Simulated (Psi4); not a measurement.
**One shape, several levels: C2H2F2 (vinylidene fluoride)**

Wanted: a comparison of 3 runs (BLYP/aug-cc-pVDZ, M06-L/aug-cc-pVDZ, r2SCAN/aug-cc-pVDZ) of C2H2F2 (vinylidene fluoride). The job is set up through a Python script.

Program for the calculation: Psi4 1.11.

2 further runs of the same task are left out: 2 set aside as unsound or not needed.

## (1) The structure to begin with

C2H2F2: 6 atoms, total charge 0, spin state singlet. SMILES: `C=C(F)F`. The C2–F3 distance was set to 1.707 Å, away from the relaxed value.

Bond lengths: C1–C2 1.315 Å, C2–F4 1.313 Å, C1–H5 1.079 Å, C1–H6 1.079 Å. Angles: C1–C2–F4 125.2°, C2–C1–H5 119.7°, C2–C1–H6 119.7°, H5–C1–H6 120.6°. A long bond or contact: C2–F3 1.707 Å.

## (2) A single-point energy at BLYP/aug-cc-pVDZ (run 1)

Contents of job.py:

```python
import psi4

psi4.set_memory(1600000000)
psi4.set_num_threads(1)
psi4.core.set_output_file('run.log', False)

molecule = psi4.geometry("""
C      0.09838670     0.87248655    -1.70195538
C      0.51582720    -0.76326038     0.12068547
F     -0.85963641    -0.68710442     3.03792372
F      2.05444221    -2.70495397    -0.02501241
H      1.06233600     0.66386079    -3.48585684
H     -1.20495741     2.41034567    -1.39922125
units bohr
symmetry c1
no_reorient
no_com
""")

options = {'basis': 'aug-cc-pVDZ', 'puream': True, 'e_convergence': 1e-09, 'd_convergence': 1e-08, 'scf_type': 'pk', 'dft_radial_points': 99, 'dft_spherical_points': 590}
psi4.set_options(options)

e_tot, wfn = psi4.energy('BLYP', molecule=molecule, return_wfn=True)
psi4.oeprop(wfn, 'MAYER_INDICES', 'DIPOLE', 'LOWDIN_CHARGES', title='BLYP')
print('E =', round(e_tot, 9))
for k, v in sorted(psi4.core.scalar_variables().items()):
    print(f'{k:45s} {v:18.10f}')
```

Started as:

```sh
$ python job.py
```

run.log:

```text
[...]
  Running in c1 symmetry.
[...]
  Nuclear repulsion =  108.618786242353295
[...]
  Multiplicity = 1
[...]
  Nalpha       = 16
  Nbeta        = 16
[...]
    Number of basis functions: 110
[...]
   @RKS iter   1:  -276.64107090483640   -2.38892e-01   7.68751e-03 ADIIS/DIIS
[...]
   @RKS iter  12:  -277.01500869492520   -8.75389e-12   7.09652e-09 DIIS
[...]
    Orbital Energies [Eh]
    ---------------------
    Doubly Occupied:
       1A    -24.396319     2A    -24.311793     3A    -10.115601
       4A     -9.966974     5A     -1.195428     6A     -1.030962
       7A     -0.736767     8A     -0.587321     9A     -0.491024
      10A     -0.478037    11A     -0.462245    12A     -0.402895
      13A     -0.379491    14A     -0.333544    15A     -0.322829
      16A     -0.263205
[...]
  @RKS Final Energy:  -277.01500869492520
   => Energetics <=
    Nuclear Repulsion Energy =            108.6187862423532948
    One-Electron Energy =                -597.1225466988673816
    Two-Electron Energy =                 243.7668887870666481
    DFT Exchange-Correlation Energy =     -32.2781370254777542
    Empirical Dispersion Energy =           0.0000000000000000
    VV10 Nonlocal Energy =                  0.0000000000000000
    Total Energy =                       -277.0150086949252000
[...]
 Multipole Moments:
 ------------------------------------------------------------------------------------
     Multipole            Electronic (a.u.)      Nuclear  (a.u.)        Total (a.u.)
 ------------------------------------------------------------------------------------
 L = 1.  Multiply by 2.5417464519 to convert [e a0] to [Debye]
 Dipole X            :        -14.0863039           14.2959142            0.2096103
 Dipole Y            :         27.1427883          -26.7989620            0.3438263
 Dipole Z            :        -13.7850008           12.7435042           -1.0414966
 Magnitude           :                                                    1.1166325
[...]
```

The script printed:

```text
E = -277.015008695
CURRENT ENERGY                                   -277.0150086949
CURRENT REFERENCE ENERGY                         -277.0150086949
DD SOLVATION ENERGY                                 0.0000000000
DFT FUNCTIONAL TOTAL ENERGY                      -277.0150086949
DFT TOTAL ENERGY                                 -277.0150086949
DFT VV10 ENERGY                                     0.0000000000
DFT XC ENERGY                                     -32.2781370255
GRID ELECTRONS ALPHA                               16.0000000890
GRID ELECTRONS BETA                                16.0000000890
GRID ELECTRONS TOTAL                               32.0000001780
NUCLEAR REPULSION ENERGY                          108.6187862424
ONE-ELECTRON ENERGY                              -597.1225466989
PCM POLARIZATION ENERGY                             0.0000000000
PE ENERGY                                           0.0000000000
SCF ITERATION ENERGY                             -277.0150086949
SCF ITERATIONS                                     12.0000000000
SCF TOTAL ENERGY                                 -277.0150086949
TWO-ELECTRON ENERGY                               243.7668887871
XC GRID RADIAL POINTS                              99.0000000000
XC GRID SPHERICAL POINTS                          590.0000000000
XC GRID TOTAL POINTS                           339396.0000000000
```

Run time: 20 s. Hardware: 1 thread of Intel Xeon Platinum 8488C (Sapphire Rapids), shared host; peak memory 0.54 GiB.

## (3) Energy and gradient at M06-L/aug-cc-pVDZ (run 2)

Contents of c2h2f2.xyz:

```xyz
6
C2H2F2
C      0.052064     0.461700    -0.900636
C      0.272964    -0.403900     0.063864
F     -0.454900    -0.363600     1.607600
F      1.087164    -1.431400    -0.013236
H      0.562164     0.351300    -1.844636
H     -0.637636     1.275500    -0.740436
```

Contents of job.py:

```python
import psi4

psi4.set_memory('1600 MB')
psi4.set_num_threads(1)
psi4.core.set_output_file('output.dat', False)

with open('c2h2f2.xyz') as f:
    atoms = ''.join(f.readlines()[2:])
m = psi4.geometry('0 1\n' + atoms + 'symmetry c1')

options = {'basis': 'aug-cc-pVDZ', 'puream': True, 'e_convergence': 1e-09, 'd_convergence': 1e-08, 'scf_type': 'pk', 'dft_radial_points': 99, 'dft_spherical_points': 590}
psi4.set_options(options)

result, w = psi4.gradient("m06-l", return_wfn=True)
print('gradient / Eh bohr^-1')
print(result.np.round(6))
print(f'energy = {w.energy():.10f} Eh')
```

Started as:

```sh
$ python job.py
```

output.dat:

```text
[...]
  Running in c1 symmetry.
[...]
  Nuclear repulsion =  108.618786124135696
[...]
  Multiplicity = 1
[...]
  Nalpha       = 16
  Nbeta        = 16
[...]
    Number of basis functions: 110
[...]
   @RKS iter   1:  -276.73655753364659   -4.25875e-01   6.67517e-03 DIIS/ADIIS
[...]
   @RKS iter  12:  -277.01165393256275   -1.06297e-11   8.26306e-09 DIIS
[...]
    Orbital Energies [Eh]
    ---------------------
    Doubly Occupied:
       1A    -24.601936     2A    -24.511334     3A    -10.256998
       4A    -10.102095     5A     -1.284153     6A     -1.113957
       7A     -0.778850     8A     -0.615913     9A     -0.508751
      10A     -0.496164    11A     -0.482362    12A     -0.416670
      13A     -0.391758    14A     -0.349287    15A     -0.338687
      16A     -0.275688
[...]
  @RKS Final Energy:  -277.01165393256275
   => Energetics <=
    Nuclear Repulsion Energy =            108.6187861241356956
    One-Electron Energy =                -597.3102956433915551
    Two-Electron Energy =                 243.9960734743295916
    DFT Exchange-Correlation Energy =     -32.3162178876364621
    Empirical Dispersion Energy =           0.0000000000000000
    VV10 Nonlocal Energy =                  0.0000000000000000
    Total Energy =                       -277.0116539325627514
[...]
 Multipole Moments:
 ------------------------------------------------------------------------------------
     Multipole            Electronic (a.u.)      Nuclear  (a.u.)        Total (a.u.)
 ------------------------------------------------------------------------------------
 L = 1.  Multiply by 2.5417464519 to convert [e a0] to [Debye]
 Dipole X            :          0.8741393           -0.6642899            0.2098494
 Dipole Y            :         -2.8614467            3.2125551            0.3511084
 Dipole Z            :          2.8699757           -3.9242321           -1.0542564
 Magnitude           :                                                    1.1308274
[...]
  -Total Gradient:
     Atom            X                  Y                   Z
    ------   -----------------  -----------------  -----------------
       1        0.013607616667    -0.007520083995    -0.017486835605
       2        0.016954693300     0.013374291122    -0.059996290393
       3       -0.042553312018     0.002126045645     0.090638110386
       4        0.013166872797    -0.007396349731    -0.016730859204
       5       -0.003635697231     0.002774488998     0.003387036785
       6        0.002501742613    -0.003394068916     0.000155930619
[...]
```

Standard output:

```text
gradient / Eh bohr^-1
[[ 0.013608 -0.00752  -0.017487]
 [ 0.016955  0.013374 -0.059996]
 [-0.042553  0.002126  0.090638]
 [ 0.013167 -0.007396 -0.016731]
 [-0.003636  0.002774  0.003387]
 [ 0.002502 -0.003394  0.000156]]
energy = -277.0116539326 Eh
```

It took 49 s on 1 thread of Intel Xeon Platinum 8488C (Sapphire Rapids), shared host; peak memory 0.55 GiB.

## (4) A single-point energy at r2SCAN/aug-cc-pVDZ (run 3)

c2h2f2.xyz is that of step 3.

Contents of calc.py:

```python
import psi4

psi4.set_memory(1600000000)
psi4.set_num_threads(1)
psi4.set_output_file('run.log', False)

with open('c2h2f2.xyz') as f:
    atoms = ''.join(f.readlines()[2:])
mol = psi4.geometry('0 1\n' + atoms + 'symmetry c1\nno_reorient\nno_com')

psi4.set_options({
    'basis': 'aug-cc-pVDZ',
    'puream': True,
    'e_convergence': 1e-09,
    'd_convergence': 1e-08,
    'scf_type': 'pk',
    'dft_radial_points': 99,
    'dft_spherical_points': 590,
})

E, wfn = psi4.energy('R2SCAN', molecule=mol, return_wfn=True)
print(f'R2SCAN energy: {E:.10f} Eh')
```

Started as:

```sh
$ python calc.py
```

run.log:

```text
[...]
  Running in c1 symmetry.
[...]
  Nuclear repulsion =  108.618786124135696
[...]
  Multiplicity = 1
[...]
  Nalpha       = 16
  Nbeta        = 16
[...]
    Number of basis functions: 110
[...]
   @RKS iter   1:  -276.64336127461945   -3.86367e-01   6.70429e-03 DIIS/ADIIS
[...]
   @RKS iter  12:  -276.92170832443878   -5.22959e-12   3.30457e-09 DIIS
[...]
    Orbital Energies [Eh]
    ---------------------
    Doubly Occupied:
       1A    -24.595860     2A    -24.507761     3A    -10.248209
       4A    -10.091074     5A     -1.266228     6A     -1.097381
       7A     -0.782649     8A     -0.618281     9A     -0.514789
      10A     -0.501536    11A     -0.487336    12A     -0.421529
      13A     -0.397525    14A     -0.353871    15A     -0.343058
      16A     -0.277683
[...]
  @RKS Final Energy:  -276.92170832443878
   => Energetics <=
    Nuclear Repulsion Energy =            108.6187861241356956
    One-Electron Energy =                -597.2093090390555972
    Two-Electron Energy =                 243.8650216806640287
    DFT Exchange-Correlation Energy =     -32.1962070901829236
    Empirical Dispersion Energy =           0.0000000000000000
    VV10 Nonlocal Energy =                  0.0000000000000000
    Total Energy =                       -276.9217083244387823
[...]
 Multipole Moments:
 ------------------------------------------------------------------------------------
     Multipole            Electronic (a.u.)      Nuclear  (a.u.)        Total (a.u.)
 ------------------------------------------------------------------------------------
 L = 1.  Multiply by 2.5417464519 to convert [e a0] to [Debye]
 Dipole X            :        -14.0854295           14.2959142            0.2104847
 Dipole Y            :         27.1533079          -26.7989621            0.3543459
 Dipole Z            :        -13.8046050           12.7435042           -1.0611008
 Magnitude           :                                                    1.1383320
[...]
```

On the terminal:

```text
R2SCAN energy: -276.9217083244 Eh
```

It took 41 s on 1 thread of Intel Xeon Platinum 8488C (Sapphire Rapids), shared host; peak memory 0.55 GiB.

## (5) The series

```csv
run,level,task,properties,energy (Eh),dipole moment (D),HOMO energy (eV),LUMO energy (eV),wall time
1,BLYP/aug-cc-pVDZ,energy,"(mayer, dipole, lowdin)",-277.015009,2.84,-7.16,-2.78,20 s
2,M06-L/aug-cc-pVDZ,gradient,–,-277.011654,2.87,-7.50,-2.42,49 s
3,r2SCAN/aug-cc-pVDZ,energy,–,-276.921708,2.89,-7.56,-2.54,41 s
```

## (6) Results

| quantity | value |
| --- | --- |
| run 3: total energy | -276.92171 Eh |
| run 3: dipole moment | 2.89 D |
| run 3: HOMO energy | -7.56 eV |
| run 3: LUMO energy | -2.54 eV |
| run 3: HOMO–LUMO gap | 5.01 eV |

The dipole moment (its size) runs from 2.84 D (BLYP/aug-cc-pVDZ) to 2.89 D (r2SCAN/aug-cc-pVDZ). The HOMO–LUMO gap runs from 4.39 eV (BLYP/aug-cc-pVDZ) to 5.08 eV (M06-L/aug-cc-pVDZ). Totals of different functionals can't be ranked against each other. All runs together took 1.8 min, the longest 49 s.
